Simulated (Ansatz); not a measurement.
Geometry optimisation, RKS B3LYP/6-31G* in Ansatz.

input.yaml

```yaml
crystal:
  periodic: [false, false, false]
  atoms:
    - { symbol: B, position_ang: [0.038198, 0.320873, -0.037602] }
    - { symbol: H, position_ang: [-0.068092, 0.335144, 1.151887] }
    - { symbol: H, position_ang: [1.102652, 0.528009, -0.5336] }
    - { symbol: H, position_ang: [-0.948149, 0.247217, -0.707733] }
    - { symbol: O, position_ang: [0.17881, -2.177193, 0.660103] }
    - { symbol: H, position_ang: [-0.732266, -2.426236, 0.430579] }
    - { symbol: H, position_ang: [0.063247, -1.515314, 1.385566] }
basis:
  gaussian: { orbitals: "6-31G*" }
hamiltonian:
  xc: b3lyp
relax:
  f_tol: 0.03
  max_steps: 50
```

Command:

```bash
$ ansatz run input.yaml --threads 1 --pin off --max-ram 2048MiB --backend cpu --events-out ev --progress --plain --runs-dir out
```

**Question.** Where does it end, and by what steps?

**Answer.** It converged. After 8 steps the energy has fallen by 0.518 eV; H7 moved furthest, 0.63 Å. Joined: B1–O5 (2.60 → 1.74 Å).

| step | energy less start (eV) | largest force component (eV/Å) | accepted |
| --- | --- | --- | --- |
| 0 | 0.0000 | 0.851 | yes |
| 1 | -0.0328 | 2.486 | yes |
| 2 | -0.2136 | 2.400 | yes |
| 3 | -0.4282 | 1.931 | yes |
| 4 | -0.4843 | 0.304 | yes |
| 5 | -0.5054 | 0.248 | yes |
| 6 | -0.5118 | 0.184 | yes |
| 7 | -0.5173 | 0.055 | yes |
| 8 | -0.5175 | 0.024 | yes |

```xyz
7
Properties=species:S:1:pos:R:3
B -0.016 0.009 0.054
H -0.398 0.487 1.099
H 1.138 0.208 -0.224
H -0.802 0.044 -0.857
O 0.012 -1.690 0.406
H -0.885 -1.936 0.689
H 0.585 -1.810 1.182
```

Whether the end is a true minimum wasn't checked by a vibrational analysis.

The run took 9.8 s on 1 thread of Arm Neoverse V1, on a shared host, peak memory 0.1 GiB.
